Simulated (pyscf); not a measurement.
# Routes from `[BH2][NH][SiH3]`

Candidate steps break at most two bonds and form at most two. Each was searched with GFN2-xTB (tblite) first. Optimised with ωB97X-D3(BJ)/def2-SVP in PySCF. Energies: ωB97M-D3(BJ)/def2-TZVP, eV, from the reactant's lowest minimum found, singlet surface; ΔG‡ with ideal gas, 1 atm, RRHO with modes under 100 cm⁻¹ raised to 100, one conformer, R ln 2 for chiral ones without a mode under 150 cm⁻¹.

| products | type | ΔE‡ | ΔE | ΔG‡ 298 K | ΔG‡ 900 K | ν‡ (cm⁻¹) |
|---|---|---|---|---|---|---|
| HB=NH + SiH₄ | elimination | 2.54 | +1.82 | 2.44 | 2.47 | 423i |
| B–NH–SiH₃ [singlet] + H₂ | 1,1-elimination | 3.98 | +3.17 | 3.82 | 3.83 | 1014i |

Plain bond fissions and candidates not yet searched are not listed, and one of them may be faster. Each barrier is that of the saddle found; lower ones may exist.
